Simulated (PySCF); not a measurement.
A geometry optimisation, step by step.

Compound: cyclopentanol, C5H10O.
Numbering: `[OH:1][CH:2]1[CH2:3][CH2:4][CH2:5][CH2:6]1` (hydrogens: H7 on O1; H8 on C2; H9, H10 on C3; H11, H12 on C4; H13, H14 on C5; H15, H16 on C6)

Method: PySCF, PBE0-D3(BJ)/def2-SVP geometry optimisation, gas phase; density fitting, grid level 1; the optimiser is geomeTRIC in internal coordinates, started from an MMFF94s structure. The frame can shift and turn from step to step; on so coarse a grid that alone can change the energy by a few meV, and forces under 0.02 eV/Å are noise.

Step 0: E = -7381.5723 eV, largest atomic force 0.581 eV/Å
```
atom  x, y, z in Å  |  force x, y, z in eV/Å
O1      1.399    0.172    1.391    0.017   0.117  -0.082
C2      1.140   -0.092    0.018    0.210   0.246   0.483
C3      0.220   -1.297   -0.101   -0.156   0.139   0.238
C4     -1.175   -0.743    0.182   -0.177  -0.137   0.118
C5     -1.107    0.757   -0.105   -0.160   0.195   0.056
C6      0.314    1.031   -0.591   -0.268  -0.128  -0.050
H7      1.931    0.985    1.435   -0.315  -0.448  -0.048
H8      2.094   -0.245   -0.495    0.318  -0.103  -0.356
H9      0.475   -2.100    0.598    0.281  -0.125   0.022
H10     0.253   -1.697   -1.121    0.215  -0.041  -0.143
H11    -1.449   -0.909    1.230   -0.054  -0.087   0.089
H12    -1.931   -1.241   -0.435   -0.164  -0.131  -0.025
H13    -1.311    1.320    0.813   -0.033   0.115   0.059
H14    -1.849    1.065   -0.849   -0.148   0.141  -0.071
H15     0.651    2.026   -0.285    0.277   0.204  -0.080
H16     0.345    0.971   -1.685    0.156   0.041  -0.209
```

Step 1: E = -7381.6183 eV, largest atomic force 0.294 eV/Å
```
atom  x, y, z in Å  |  force x, y, z in eV/Å
O1      1.315    0.160    1.439   -0.056   0.036  -0.146
C2      1.167   -0.042    0.047   -0.273  -0.103   0.038
C3      0.301   -1.284   -0.122   -0.080  -0.025  -0.061
C4     -1.138   -0.801    0.158    0.126   0.041  -0.016
C5     -1.128    0.725   -0.117    0.079  -0.102  -0.011
C6      0.298    1.042   -0.599    0.032  -0.015   0.144
H7      1.521    1.087    1.586    0.093   0.073   0.014
H8      2.152   -0.142   -0.451   -0.008   0.015   0.051
H9      0.622   -2.098    0.547    0.021   0.052  -0.023
H10     0.399   -1.647   -1.158   -0.015  -0.007   0.007
H11    -1.410   -0.996    1.206    0.017  -0.003  -0.024
H12    -1.873   -1.331   -0.466    0.022   0.001   0.008
H13    -1.346    1.279    0.807   -0.013  -0.003  -0.008
H14    -1.884    1.026   -0.858    0.007   0.007   0.027
H15     0.633    2.055   -0.320    0.006   0.050  -0.068
H16     0.369    0.966   -1.698    0.042  -0.015   0.070
```

Step 2: E = -7381.6248 eV, largest atomic force 0.076 eV/Å
```
atom  x, y, z in Å  |  force x, y, z in eV/Å
O1      1.310    0.175    1.436   -0.073  -0.004   0.022
C2      1.156   -0.043    0.051    0.019   0.009  -0.009
C3      0.295   -1.286   -0.124   -0.001   0.014   0.006
C4     -1.137   -0.802    0.157    0.002   0.014  -0.005
C5     -1.127    0.722   -0.115   -0.002  -0.021  -0.017
C6      0.297    1.043   -0.593   -0.009  -0.011   0.046
H7      1.551    1.097    1.571    0.051  -0.032  -0.022
H8      2.142   -0.145   -0.442    0.021   0.007  -0.004
H9      0.620   -2.097    0.543    0.017   0.003   0.002
H10     0.393   -1.648   -1.161    0.013   0.016   0.009
H11    -1.408   -1.001    1.203   -0.002  -0.001   0.002
H12    -1.871   -1.333   -0.468   -0.013   0.004   0.007
H13    -1.349    1.275    0.809   -0.005  -0.003   0.002
H14    -1.882    1.024   -0.855   -0.010   0.012   0.007
H15     0.633    2.059   -0.323   -0.003  -0.003  -0.029
H16     0.376    0.962   -1.689   -0.004  -0.003  -0.015
```

Step 3: E = -7381.6270 eV, largest atomic force 0.078 eV/Å
```
atom  x, y, z in Å  |  force x, y, z in eV/Å
O1      1.306    0.175    1.437   -0.066   0.009   0.041
C2      1.153   -0.041    0.052    0.069   0.017  -0.018
C3      0.294   -1.284   -0.124    0.011  -0.015   0.014
C4     -1.138   -0.802    0.157   -0.017  -0.009  -0.005
C5     -1.130    0.721   -0.115   -0.006   0.015  -0.008
C6      0.294    1.043   -0.592   -0.017   0.008   0.005
H7      1.581    1.088    1.567    0.042  -0.026  -0.004
H8      2.140   -0.145   -0.439    0.004   0.015  -0.014
H9      0.624   -2.093    0.544    0.001  -0.011   0.004
H10     0.395   -1.643   -1.160    0.001   0.005  -0.003
H11    -1.408   -1.001    1.204   -0.002   0.000   0.007
H12    -1.873   -1.333   -0.466   -0.007  -0.003   0.003
H13    -1.353    1.274    0.809    0.005   0.000   0.005
H14    -1.887    1.023   -0.854   -0.003   0.007  -0.001
H15     0.629    2.061   -0.329   -0.004  -0.005  -0.006
H16     0.374    0.957   -1.688   -0.011  -0.006  -0.019
```

Step 4: E = -7381.6303 eV, largest atomic force 0.088 eV/Å
```
atom  x, y, z in Å  |  force x, y, z in eV/Å
O1      1.295    0.179    1.440   -0.032   0.015   0.020
C2      1.146   -0.036    0.053    0.087   0.009  -0.005
C3      0.291   -1.279   -0.122    0.038  -0.024   0.019
C4     -1.141   -0.802    0.160   -0.036  -0.021   0.001
C5     -1.137    0.720   -0.116   -0.021   0.049   0.013
C6      0.285    1.044   -0.595   -0.015   0.018  -0.063
H7      1.664    1.059    1.565    0.013  -0.010   0.005
H8      2.136   -0.140   -0.435   -0.019   0.020  -0.005
H9      0.628   -2.086    0.544   -0.021  -0.015  -0.001
H10     0.395   -1.637   -1.159   -0.012  -0.006  -0.013
H11    -1.408   -0.999    1.208    0.000   0.006   0.006
H12    -1.878   -1.335   -0.459    0.007  -0.006  -0.005
H13    -1.359    1.274    0.808    0.017  -0.005   0.006
H14    -1.897    1.022   -0.852    0.006  -0.007  -0.009
H15     0.616    2.067   -0.348   -0.001  -0.011   0.034
H16     0.363    0.948   -1.691   -0.011  -0.011  -0.004
```

Step 5: E = -7381.6311 eV, largest atomic force 0.055 eV/Å
```
atom  x, y, z in Å  |  force x, y, z in eV/Å
O1      1.289    0.183    1.440   -0.007   0.010   0.005
C2      1.146   -0.033    0.054    0.029  -0.008   0.004
C3      0.291   -1.279   -0.122    0.028  -0.009   0.010
C4     -1.142   -0.802    0.160   -0.020  -0.012   0.005
C5     -1.138    0.721   -0.116   -0.013   0.029   0.009
C6      0.283    1.044   -0.598   -0.008   0.015  -0.053
H7      1.688    1.049    1.565    0.004  -0.001   0.006
H8      2.136   -0.135   -0.434   -0.010   0.010  -0.001
H9      0.627   -2.086    0.545   -0.013  -0.008  -0.002
H10     0.394   -1.636   -1.159   -0.009  -0.004  -0.006
H11    -1.408   -0.998    1.209   -0.001   0.003   0.001
H12    -1.879   -1.336   -0.458    0.008  -0.003  -0.006
H13    -1.358    1.274    0.809    0.014  -0.004   0.002
H14    -1.899    1.023   -0.851    0.004  -0.007  -0.005
H15     0.613    2.067   -0.352    0.002  -0.006   0.025
H16     0.358    0.944   -1.694   -0.006  -0.006   0.003
```

Step 6: E = -7381.6314 eV, largest atomic force under 0.02 eV/Å
```
atom  x, y, z in Å  |  force x, y, z in eV/Å
O1      1.286    0.185    1.441    0.000   0.001  -0.004
C2      1.146   -0.033    0.054   -0.007  -0.010   0.003
C3      0.291   -1.279   -0.121    0.007   0.005   0.004
C4     -1.143   -0.801    0.160   -0.003   0.000   0.005
C5     -1.138    0.722   -0.116   -0.004   0.002   0.000
C6      0.282    1.044   -0.600    0.000   0.005  -0.015
H7      1.696    1.047    1.566    0.001   0.002   0.001
H8      2.136   -0.133   -0.432    0.001   0.000   0.001
H9      0.624   -2.088    0.546   -0.001   0.000  -0.001
H10     0.393   -1.637   -1.158   -0.001   0.000   0.001
H11    -1.409   -0.997    1.208   -0.003   0.000  -0.002
H12    -1.878   -1.336   -0.459    0.004   0.000  -0.004
H13    -1.354    1.274    0.810    0.005  -0.001   0.001
H14    -1.900    1.024   -0.850   -0.001  -0.002   0.002
H15     0.613    2.066   -0.351    0.001  -0.001   0.006
H16     0.357    0.943   -1.696    0.001  -0.001   0.004
```

Task: Summarise the path.

Result: The energy falls by 0.0590 eV from step 0 to step 6; nine tenths of that is first reached at step 3. It falls at every step. The largest force goes from 0.581 to under 0.02 eV/Å. Among the bonds C4–C5 changes most, from 1.529 to 1.548 Å; the atoms move by 0.067 Å rms after alignment.

Task: Follow the three bonds and two angles with the largest change from start to end.

Result: 
```
step  E above end (eV)  largest force (eV/Å)  C4–C5 (Å)  C2–H8 (Å)  O1–C2 (Å)  C5–C6–H15 (°)  C4–C3–H9 (°)
   0            0.0590                 0.581      1.529      1.094      1.422          111.1         111.2
   1            0.0131                 0.294      1.550      1.108      1.414          113.1         113.2
   2            0.0066                 0.076      1.548      1.108      1.411          113.5         113.4
   3            0.0044                 0.078      1.547      1.108      1.410          113.6         113.5
   4            0.0010                 0.088      1.547      1.109      1.411          113.8         113.7
   5            0.0003                 0.055      1.547      1.108      1.411          113.7         113.7
   6            0.0000            under 0.02      1.548      1.108      1.411          113.6         113.6
```

The cost below is that of the whole optimisation. The run took 38 s wall on one thread, Intel Xeon at 2.30 GHz (x86_64), shared host, and the process peaked at 0.61 GiB of memory.
